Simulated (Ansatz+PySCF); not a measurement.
Results of a calculation; reference values are marked as such.
Input for PySCF 2.14.0:

```python
from pyscf import gto, scf, mp

mol = gto.M(atom="""
O 0.000000 0.000000 -1.184370
C 0.000000 0.000000 0.002430
H 0.000000 1.011110 0.590970
H 0.000000 -1.011110 0.590970
""", basis='cc-pvtz', charge=1, spin=1)
mf = scf.UHF(mol)
mf.kernel()
pt = mp.MP2(mf, frozen=2).run()
print(mf.e_tot, pt.e_corr, pt.e_tot)
```

The script is written out from the run's settings.

The run gave:

```
Converged                       : yes
Reference energy                : -113.56016 hartree
Correlation energy              : -0.33129 hartree
Total energy                    : -113.89145 hartree
Spin squared of the determinant : 0.789
```
